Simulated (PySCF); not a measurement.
# C4H5NS (4-methylthiazole) at 6 levels

Aim: a comparison of 6 runs (BHLYP/cc-pVDZ, M06-L/cc-pVDZ, PBE0/cc-pVDZ, TPSS/cc-pVDZ, r2SCAN/cc-pVDZ, wB97M-V/cc-pVDZ) of C4H5NS (4-methylthiazole). Input form: a Python script.

The results are computed with PySCF 2.14.0.

### 1 The structure to begin with

C4H5NS: 11 atoms, total charge 0, spin state singlet. As SMILES, `Cc1cscn1`. The C1–H9 distance was set to 1.967 Å, away from the relaxed value. At this shape a bond of the SMILES string is far longer than usual.

Bond lengths: C1–C2 1.488 Å, C2–C3 1.364 Å, C3–S4 1.706 Å, S4–C5 1.714 Å, C2–N6 1.370 Å, C5–N6 1.295 Å, C1–H7 1.090 Å, C1–H8 1.093 Å, C3–H10 1.079 Å, C5–H11 1.082 Å. Some angles: C1–C2–C3 126.1°, C1–C2–N6 119.4°, C3–C2–N6 114.5°, C2–C3–S4 110.3°, C3–S4–C5 89.2°, S4–C5–N6 115.0°, C2–N6–C5 111.0°, C2–C1–H7 111.3°, C2–C1–H8 110.4°, C2–C3–H10 128.2°.

### 2 A single-point energy at BHLYP/cc-pVDZ (run 1)

calc.py reads:

```python
from pyscf import gto, dft

mol = gto.M(
    atom='''
C        0.224213      -1.237230       0.976982
C        0.375843      -0.643690      -0.379098
C        1.549013      -0.464500      -1.051798
S        1.255103       0.249820      -2.572418
C       -0.420677       0.264140      -2.213848
N       -0.737307      -0.222730      -1.056758
H        1.189473      -1.524920       1.393732
H       -0.416697      -2.121180       0.936692
H       -0.630230       0.047350       2.196530
H        2.547873      -0.713860      -0.729368
H       -1.139177       0.657700      -2.920748
''',
    spin=0,
    verbose=3,
    max_memory=1860,
    basis='cc-pvdz',
)

ks = dft.RKS(mol, xc='bhandhlyp')
ks.conv_tol = 1e-10
ks.grids.level = 5
ks.kernel()
if not ks.converged:
    ks = ks.newton().run(ks.mo_coeff, ks.mo_occ)

etot = ks.e_tot
print('Final energy', etot)
```

Launch:

```bash
$ OMP_NUM_THREADS=1 python calc.py
```

What it wrote:

```text
converged SCF energy = -608.116834601753
Final energy -608.1168346017528
```

It took 22 s on 1 thread of AMD EPYC 9R14 (Zen 4), shared host; peak memory 0.62 GiB.

### 3 A single-point energy at M06-L/cc-pVDZ (run 2)

input.py reads:

```python
from pyscf import gto, dft

mol = gto.M(
    atom='''
C        0.224213      -1.237230       0.976982
C        0.375843      -0.643690      -0.379098
C        1.549013      -0.464500      -1.051798
S        1.255103       0.249820      -2.572418
C       -0.420677       0.264140      -2.213848
N       -0.737307      -0.222730      -1.056758
H        1.189473      -1.524920       1.393732
H       -0.416697      -2.121180       0.936692
H       -0.630230       0.047350       2.196530
H        2.547873      -0.713860      -0.729368
H       -1.139177       0.657700      -2.920748
''',
    verbose=4,
    spin=0,
    charge=0,
    max_memory=1860,
    basis='cc-pvdz',
)

mf = dft.RKS(mol, xc='m06-l')
mf.conv_tol = 1e-10
mf.grids.level = 5
mf.kernel()
if not mf.converged:
    mf = mf.newton().run(mf.mo_coeff, mf.mo_occ)

etot = mf.e_tot
print(f'total energy: {etot:.8f} hartree')
```

Launch:

```bash
$ OMP_NUM_THREADS=1 python input.py
```

What it wrote:

```text
PySCF version 2.14.0

[... 87 lines left out ...]
converged SCF energy = -608.240886356852
total energy: -608.24088636 hartree
```

It took 39 s on 1 thread of AMD EPYC 9R14 (Zen 4), shared host; peak memory 0.64 GiB.

Runs 3 to 5 aren't shown in full; the table further down has their settings and results.

### 4 A single-point energy at wB97M-V/cc-pVDZ (run 6)

Edit calc.py of step 2 so:

```diff
@@ -16,5 +16,5 @@
 ''',
-    spin=0,
     verbose=3,
     max_memory=1860,
+    charge=0,
     basis='cc-pvdz',
@@ -22,10 +22,12 @@
 
-ks = dft.RKS(mol, xc='bhandhlyp')
-ks.conv_tol = 1e-10
-ks.grids.level = 5
-ks.kernel()
-if not ks.converged:
-    ks = ks.newton().run(ks.mo_coeff, ks.mo_occ)
+mf = dft.RKS(mol)
+mf.xc = 'wb97m-v'
+mf.grids.level = 5
+mf.nlcgrids.level = 1
+mf.conv_tol = 1e-10
+mf.kernel()
+if not mf.converged:
+    mf = mf.newton().run(mf.mo_coeff, mf.mo_occ)
 
-etot = ks.e_tot
+etot = mf.e_tot
 print('Final energy', etot)
```

Launch:

```bash
$ OMP_NUM_THREADS=1 python calc.py
```

What it wrote:

```text
converged SCF energy = -608.151235462735
Final energy -608.1512354627346
```

It took 2.5 min on 1 thread of AMD EPYC 9R14 (Zen 4), shared host; peak memory 0.65 GiB.

### 5 The series

| run | level | nlc grid | energy (Eh) | dipole moment (D) | HOMO energy (eV) | LUMO energy (eV) | wall time |
| --- | --- | --- | --- | --- | --- | --- | --- |
| 1 | BHLYP/cc-pVDZ | – | -608.116835 | 2.25 | -7.60 | -0.81 | 22 s |
| 2 | M06-L/cc-pVDZ | – | -608.240886 | 2.02 | -6.09 | -2.58 | 39 s |
| 3 | PBE0/cc-pVDZ | – | -607.878769 | 2.08 | -6.82 | -1.82 | 22 s |
| 4 | TPSS/cc-pVDZ | – | -608.335161 | 2.19 | -5.92 | -2.57 | 39 s |
| 5 | r2SCAN/cc-pVDZ | – | -608.122895 | 2.10 | -6.08 | -2.63 | 37 s |
| 6 | wB97M-V/cc-pVDZ | 1 | -608.151235 | 2.08 | -8.75 | 0.20 | 2.5 min |

### 6 What came out

```
            quantity          value
 run 6: total energy  -608.15124 Eh
run 6: dipole moment         2.08 D
  run 6: HOMO energy       -8.75 eV
  run 6: LUMO energy        0.20 eV
run 6: HOMO–LUMO gap        8.95 eV
```

In words: The dipole moment (its size) runs from 2.02 D (M06-L/cc-pVDZ) to 2.25 D (BHLYP/cc-pVDZ). The HOMO–LUMO gap runs from 3.35 eV (TPSS/cc-pVDZ) to 8.95 eV (wB97M-V/cc-pVDZ). Totals of different functionals can't be ranked against each other. In runs 1, 2, 3, 4, 5, 6 a closed-shell determinant meets a far-stretched bond, which it describes badly. All runs together took 5.1 min, the longest 2.5 min.
